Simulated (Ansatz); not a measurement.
Reaction (substitution at a C–S bond): `C/C(S)=C/O` + H–F → `C/C(F)=C\O` + H₂S

Program: Ansatz. Geometries: PBE0-D4/def2-TZVP. ΔE: electronic, gas phase. CCSD(T)/CBS is the MP2 limit (def2-TZVPP, def2-QZVPP) plus CCSD(T) − MP2 in def2-TZVPP, frozen cores. This one scheme is used for every species. Double bonds are as drawn, so ΔE can hold a change between cis and trans. Functionals use def2-TZVPP. One conformer a species, not always the lowest.

`C/C(S)=C/O`:

Cartesian coordinates in Å:
```
C 0.586 -0.121 -1.500
C 0.088 -0.310 -0.107
S 0.127 -1.969 0.468
C -0.348 0.705 0.634
O -0.804 0.534 1.908
H 0.530 0.931 -1.787
H -0.006 -0.701 -2.215
H 1.626 -0.447 -1.597
H -0.372 -1.720 1.688
H -0.355 1.717 0.240
H -1.071 1.381 2.268
```

H–F:

Z-matrix (Å, degrees):
```
F
H 1 0.920
```

`C/C(F)=C\O`:

```xyz
10

C    -0.954    0.280   -0.730
C    -0.180    0.337    0.529
F    -0.770    1.108    1.474
C     0.971   -0.242    0.846
O     1.723   -1.047    0.053
H    -1.071    1.279   -1.159
H    -0.472   -0.350   -1.481
H    -1.955   -0.124   -0.550
H     1.407   -0.094    1.825
H     1.301   -1.147   -0.805
```

H₂S:

Z-matrix (Å, degrees):
```
S
H 1 1.341
H 1 1.341 2 92.3
```

```
             level  ΔE (kcal/mol)
         r2SCAN-D4            9.0
           ωB97X-V            8.0
           ωB97M-V            8.6
               PBE            8.4
            r2SCAN            8.7
SCS-MP2/def2-TZVPP           12.1
CCSD(T)/def2-TZVPP           10.7
    CCSD/CBS(def2)           11.5
```

(1) What does CCSD(T)/CBS give? (An estimate is asked.)

Largest T1 diagnostic among the species: 0.012.

Answers

(1) Ansatz gave: +12.6 kcal/mol. The listed levels differ from it by -3.6, -4.6, -4.0, -4.2, -3.9, -0.5, -1.9, -1.1 kcal/mol.

The D4 term adds +2.5 kcal/mol with B3LYP and +1.3 kcal/mol with PBE0; it sums over pairs of atoms, weighted by their polarisabilities, and B3LYP, whose exchange is more repulsive, gets the larger term. In def2-TZVPP, CCSD(T) changes the Hartree–Fock value by +6.2 kcal/mol (the triples alone add +1.0 kcal/mol) and MP2 by +10.4 kcal/mol.

B3LYP here is the variant with VWN-RPA as its local correlation; programs differ in this.
